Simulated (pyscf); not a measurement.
Thermochemistry of product channels of `[O]=[Zr]([F])[F]` + `[H]` [doublet] on the doublet surface, in eV, from ωB97M-D3(BJ)/def2-TZVP energies (ideal gas, 1 atm, RRHO with modes under 100 cm⁻¹ raised to 100, one conformer, R ln 2 for chiral ones without a mode under 150 cm⁻¹). Structures and frequencies: ωB97X-D3(BJ)/def2-SVP in PySCF.

```tsv
products	ΔE	ΔH(298 K)	ΔG(298 K)	ΔG(900 K)
`[OH][Zr]([F])[F]` [doublet]	-2.99	-2.76	-2.45	-1.81
`[O][ZrH]([F])[F]` [doublet]	(withheld)	-0.56	-0.24	+0.41
`[O]=[ZrH]` [doublet] + `[F][F]`	+8.31	+8.37	+8.27	+8.13
`[O]` [triplet] + `[F][ZrH][F]` [doublet]	(withheld)	+4.08	+4.01	+3.87
`[OH]` [doublet] + `[F][Zr][F]` [triplet]	(withheld)	+3.01	+2.89	+2.71
```

Task: Complete the blanks.

Result: 
- `[O][ZrH]([F])[F]` [doublet], ΔE: -0.66
- `[O]` [triplet] + `[F][ZrH][F]` [doublet], ΔE: +4.03
- `[OH]` [doublet] + `[F][Zr][F]` [triplet], ΔE: +2.87

The channel to [O–ZrH(F)–F]• turns unfavourable between 298 and 1200 K (ΔG from -0.24 eV to +0.74 eV).

These are energies of the channels, which say nothing of barriers. Left out: orbital degeneracy and the spin-orbit lowering of OH, O. Open-shell species with a d-block atom are single-reference here; other states, and whether the spin sits on metal or ligand, were not checked. Elements past Kr carry the def2 core potentials, without spin-orbit coupling.
